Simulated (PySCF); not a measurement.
An unknown is described by computed data only.

Formula: C2H2O2.

| Item | Value |
| --- | --- |
| 1H NMR | chemical shifts (computed TMS as zero) by class: 9.26 (2 H) ppm [GIAO PBE0/pcSseg-1] |
| Couplings | largest of the computed one-bond spin–spin couplings (means over like bonds): 13C–1H +184.4 (×2), 13C–13C +51.5, 17O–13C +35.5 (×2) Hz [B3LYP/pcJ-1] |
| UV, strongest line | among the 8 lowest singlet transitions: S6 at 8.14 eV (152 nm, f = 0.325) [TDDFT wB97X-D/def2-SVPD] |
| NMR, other nuclei | isotropic shieldings of nuclei other than C and H, by class: -413 (2 O) ppm [GIAO PBE0/pcSseg-1] |
| Rotational structure | rotational constants A, B, C: 58.324, 4.763, 4.403 GHz [GFN2-xTB] |
| Polarisability | 30.8 au [wB97X-D/def2-SVPD] |
| UV, first state | lowest singlet excitation: 2.72 eV (456 nm, f = 0.000) [TDDFT wB97X-D/def2-SVPD] |
| Triplet | lowest triplet excitation (Tamm–Dancoff): 2.18 eV [TDA wB97X-D/def2-SVPD] |
| Dipole | 0.00 D by symmetry (numerical residue 0.01 D) [wB97X-D/def2-SVPD] |
| 13C NMR | chemical shifts (computed TMS as zero) by class: 196.0 (2 C) ppm [GIAO PBE0/pcSseg-1] |

Electronic properties: PySCF, gas phase, density fitting. Levels stand in brackets. Geometry: GFN2-xTB, one conformer, isolated molecule. NMR classes are plain means over equivalent atoms (diastereotopic ones count apart unless rotation or inversion swaps them), as if these changed places fast.

Question: What is the compound? Reason from the data.

Answer: Numbering: `[O:1]=[CH:2][CH:3]=[O:4]`. Its formula, C2H2O2, gives 2 degrees of unsaturation: 0 rings and 2 π bonds in the structure found. 2 carbons fall into 1 class: aldehyde carbon [C2/C3] (196.0 ppm, 2 C). All hydrogens form one class (9.26 ppm): formyl hydrogen. The other shieldings belong to: -413 ppm, aldehyde oxygen [O1/O4]. The couplings run between: +184.4 Hz, aldehyde carbon [C2] and its hydrogen (with 1 like pair); +51.5 Hz, aldehyde carbon [C2] and aldehyde carbon [C3]; +35.5 Hz, aldehyde oxygen [O1] and aldehyde carbon [C2] (with 1 like pair). S1 is mainly HOMO→LUMO (weight 0.98); the largest Löwdin shares of the orbital it empties are 0.30 on each of 2 atoms of one kind (aldehyde oxygen) and 0.14 on each of 2 atoms of one kind (aldehyde carbon), of the orbital it fills 0.25 on each of 2 atoms of one kind (aldehyde oxygen) and 0.23 on each of 2 atoms of one kind (aldehyde carbon). The vanishing dipole is forced by symmetry. The optimised geometry has point group C2h and is an asymmetric top. Structure: glyoxal (`O=CC=O`). The assignments are read from this structure; whether some other isomer fits the data as well wasn't checked.

The values belong to the conformer `[O:1]=[CH:2][CH:3]=[O:4]`: O1–C2–C3–O4 180°.
